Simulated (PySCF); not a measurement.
# How well do the runs reproduce experiment for methylcyclopropane?

**Measured values to compare with.**

NIST CCCBDB Release 22 (SRD 101), experimental dipoles lists, for the gas: dipole moment 0.139 D.

The runs below try to reproduce these values; the comparison stands at the end.

Species: methylcyclopropane, C4H8.
Numbering: `[CH3:1][CH:2]1[CH2:3][CH2:4]1` (hydrogens: H5, H6, H7 on C1; H8 on C2; H9, H10 on C3; H11, H12 on C4)

Geometry (PBE0-D3(BJ)/def2-SVP, Å), atoms numbered from 1 in this order:
```
atom  x, y, z in Å
C1     1.4092   -0.0320    0.4705
C2     0.2333   -0.1721   -0.4587
C3    -1.0922   -0.6506    0.0558
C4    -0.9232    0.7795   -0.3709
H5     1.9477   -0.9868    0.5851
H6     1.0837    0.2883    1.4731
H7     2.1280    0.7166    0.1001
H8     0.4939   -0.5070   -1.4693
H9    -1.6913   -1.3125   -0.5757
H10   -1.1778   -0.8596    1.1266
H11   -1.4060    1.1080   -1.2955
H12   -0.8898    1.5455    0.4099
```

Runs made with PySCF (gas phase, on this PBE0-D3(BJ)/def2-SVP geometry; no spin–orbit coupling):

```tsv
level	job	basis functions
PBE0-D3(BJ)/def2-SVP, grid level 1	geometry optimisation from an MMFF94s start shaken at random	96
B3LYP/pcJ-1	spin–spin couplings from 12 perturbed nuclei, spin–dipole term left out	188
B97-2/pcJ-1	spin–spin couplings from 12 perturbed nuclei, spin–dipole term left out	188
CAM-B3LYP/pcJ-1	spin–spin couplings from 12 perturbed nuclei, spin–dipole term left out	188
HF/pcJ-1	spin–spin couplings from 12 perturbed nuclei, spin–dipole term left out	188
KT2/pcJ-1	spin–spin couplings from 12 perturbed nuclei, spin–dipole term left out	188
LDA/pcJ-1	spin–spin couplings from 12 perturbed nuclei, spin–dipole term left out	188
PBE/pcJ-1	spin–spin couplings from 12 perturbed nuclei, spin–dipole term left out	188
PBE0/pcJ-1	spin–spin couplings from 12 perturbed nuclei, spin–dipole term left out	188
```

## Comparison

**Dipole moment.** Measured: 0.139 D (NIST CCCBDB Release 22 (SRD 101), experimental dipoles).

```json
{"level": "PBE0-D3(BJ)/def2-SVP", "computed (D)": "0.137", "computed − measured (D)": "-0.002"}
{"level": "B3LYP/pcJ-1", "computed (D)": "0.138", "computed − measured (D)": "-0.001"}
{"level": "B97-2/pcJ-1", "computed (D)": "0.136", "computed − measured (D)": "-0.003"}
{"level": "CAM-B3LYP/pcJ-1", "computed (D)": "0.141", "computed − measured (D)": "+0.002"}
{"level": "HF/pcJ-1", "computed (D)": "0.138", "computed − measured (D)": "-0.001"}
{"level": "KT2/pcJ-1", "computed (D)": "0.141", "computed − measured (D)": "+0.002"}
{"level": "LDA/pcJ-1", "computed (D)": "0.153", "computed − measured (D)": "+0.014"}
{"level": "PBE/pcJ-1", "computed (D)": "0.140", "computed − measured (D)": "+0.001"}
{"level": "PBE0/pcJ-1", "computed (D)": "0.140", "computed − measured (D)": "+0.001"}
```

The computed dipoles belong to one fixed geometry; measured ones are averaged over vibrations unless marked μe. Magnitudes are compared, not signs.

The geometry is computed, not the measured one. Where a level misses, the cause wasn't examined.
